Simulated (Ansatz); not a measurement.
Ansatz (a program for electronic structure) input (CCSD(T)/aug-cc-pVDZ):

Ansatz 0.2 input:
```yaml
crystal:
  periodic: [false, false, false]
  atoms:
    - {symbol: N, position_ang: [-1.06982458, 0.19432482, 0.10751560]}
    - {symbol: C, position_ang: [0.27236484, 0.31364904, -0.04785169]}
    - {symbol: O, position_ang: [1.05073958, -0.61125119, -0.08188812]}
    - {symbol: H, position_ang: [-1.47667231, -0.72197082, 0.20424856]}
    - {symbol: H, position_ang: [-1.66665177, 1.00198023, 0.12805939]}
    - {symbol: H, position_ang: [0.59199050, 1.36783209, -0.14270206]}
basis:
  gaussian:
    orbitals: aug-cc-pVDZ
total_charge: 1
magnetization: {spin_polarized: true, initial_magnetization: 1}
correlation: {method: ccsd_t, electrons: outside_noble_gas}
```

End of the output:

```
integrals: 0.19 GiB planned
938 factors; integrals over basis functions are off by at most 5.6e-4 eV
mean field: 0.23 GiB planned
mean field evaluation 1: about -4582.6770 eV, gradient 3.4e1 eV
mean field evaluation 2: about -4582.6782 eV, gradient 3.4e1 eV
mean field evaluation 4: about -4588.4114 eV, gradient 4.7e0 eV
mean field evaluation 8: about -4588.9146 eV, gradient 3.4e-1 eV
mean field evaluation 16: about -4586.6760 eV, gradient 2.1e1 eV
mean field evaluation 32: about -4588.5915 eV, gradient 5.0e-6 eV
mean field evaluation 64: about -4587.7642 eV, gradient 2.2e0 eV
mean field evaluation 96: about -4577.5734 eV, gradient 2.7e-1 eV
mean field -4588.91887866 eV, -168.6396583097 hartree, gradient 3.5e-6 eV, S^2 0.764031; 5 other end points of the search recorded, 0 dependent functions left out
determinant -4588.91887866 eV, -168.6396583097 hartree, with singles and doubles -4601.88464395 eV, -169.1161413956 hartree
determinant -4588.59147235 eV, -168.6276263497 hartree, with singles and doubles -4601.52718447 eV, -169.1030050020 hartree
determinant -4588.91887866 eV, -168.6396583097 hartree, with singles and doubles -4601.88819450 eV, -169.1162718759 hartree
determinant -4588.59147235 eV, -168.6276263497 hartree, with singles and doubles -4601.54352172 eV, -169.1036053849 hartree
3 core orbitals not correlated
reference -4588.91887866 eV, -168.6396583097 hartree; 9, 8 occupied and 84, 85 virtual orbitals, 938 factors
second order -12.08626999 eV of doubles, -0.00000000 eV of singles
coupled cluster: 0.56 GiB planned
cycle   1  -12.96931318 eV  change    2.7e-6 eV  update   3.5e-6
perturbative correction -0.44620069 eV, -0.0163975730 hartree
Total energy: -4602.33439253 eV, -169.1326693510 hartree
```

This state (charge 1, doublet) is run at the relaxed geometry of the species with charge 0 and multiplicity 1.
